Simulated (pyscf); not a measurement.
HO–Si(O–SiH₃)(O–SiH₃)–O–SiH₃ (SMILES O[Si](O[SiH3])(O[SiH3])O[SiH3]) + HF (SMILES F) + HF (SMILES F) → F–Si(O–SiH₃)(O–SiH₃)–O–SiH₃ (SMILES F[Si](O[SiH3])(O[SiH3])O[SiH3]) + H₂O (SMILES O) + HF (SMILES F), a multi-bond step (singlet surface; O–Si, F–H, F–H broken, F–Si, H–O, F–H formed). PySCF, gas phase, ωB97X-D3(BJ)/def2-SVP geometries. Energies in eV from the separated reactants.

AM1 to PM7: differences of heats of formation from MOPAC. 

### Question
Quick PM7 single points give ΔE‡ = 2.43 eV and ΔE = -1.02 eV. What does ωB97M-D3(BJ)/def2-TZVP give, and how far is the quick result from it?

### Answer
ωB97M-D3(BJ)/def2-TZVP gives ΔE‡ = -0.17 eV and ΔE = -0.45 eV. PM7 lies 2.60 eV over it in the barrier and 0.58 eV under it in the reaction energy, so on this step it does not hold to within 0.13 eV. ωB97M-D3(BJ)/def2-TZVP has limits of its own. On the reactant side the descent ends in a bound adduct (not fully relaxed), 0.78 eV under the separated species and 0.61 eV under the saddle at ωB97X-D3(BJ)/def2-TZVP. On the product side the descent ends in an adduct with a O–Si contact, 0.04 eV under the separated species and 0.30 eV under the saddle at ωB97X-D3(BJ)/def2-TZVP. At ωB97M-D3(BJ) the saddle lies under the separated reactants, which points to a path from their complex (located at ωB97X-D3(BJ) alone). What is counted as broken (O–Si) persists as a longer contact in the product adduct; parting that adduct is a step of its own. This is the saddle that the search found; another between the same sides may lie lower.
